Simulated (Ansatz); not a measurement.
```xyz
9

C     0.363   -0.893    0.973
S    -1.120   -0.083    0.367
C    -0.402    0.890   -0.960
H     0.819   -1.514    0.199
H     0.064   -1.533    1.804
H     1.091   -0.165    1.336
H     0.062    0.250   -1.714
H    -1.214    1.448   -1.427
H     0.335    1.599   -0.577
```

Total charge 0; spin multiplicity 1.

Question: List the PBE0/def2-TZVPP orbital energies in eV (Ansatz). (Best estimate.)

Answer: The calculation gave: Occupied: -2422.05, -278.71, -278.71, -217.35, -161.21, -161.12, -160.96, -22.36, -19.77, -16.67, -12.41, -12.35, -11.94, -11.43, -10.21, -8.82, -6.23. Lowest empty: 1.04, 1.34, 2.19, 2.74, 2.89, 3.27, 3.73, 3.89.
